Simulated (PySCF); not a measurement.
LiAl: from constants to spectrum

RHF-CCSD(T) constants of LiAl, ¹Σ⁺ (singlet), closed shell (PySCF, no relativity, basis sets Li def2-SVP, Al def2-SVP; masses 7.0160 and 26.9815 u):

| Property | Result |
| --- | --- |
| ωe | 273.8 cm⁻¹ |
| ωexe | 1.85 cm⁻¹ |
| Be | 0.35253 cm⁻¹ |
| αe | 0.00415 cm⁻¹ |
| D (centrifugal) | 2.34e-06 cm⁻¹ |
| De to Li + Al | 0.80 eV |

Give the vibrational terms G(v) and spacings up to v = 6.

G(v) = ωe(v+½) − ωexe(v+½)².

```csv
v,G(v) (cm⁻¹),G(v) − G(v−1),Bv (cm⁻¹)
0,136,,0.3505
1,407,270,0.3463
2,673,266,0.3422
3,936,263,0.3380
4,1195,259,0.3339
5,1450,255,0.3297
6,1702,252,0.3256
```

How well does the Morse estimate ωe²/(4ωexe) reproduce De, and what is D0?

It gives 1.26 eV, 157 % of the computed De. D0 = De − G(0) = 0.80 − 0.02 = 0.78 eV.

Correlated steps freeze 5 core orbitals. Correlated levels converge slowly with the basis: in double zeta they bind strong bonds too weakly, by up to about 1 eV, and carry superposition errors of some tenths. Where the molecule has an RHF reference, its open-shell atoms are computed with UHF. The CCSD T1 diagnostic is raised, a sign that a single reference may not be enough here.
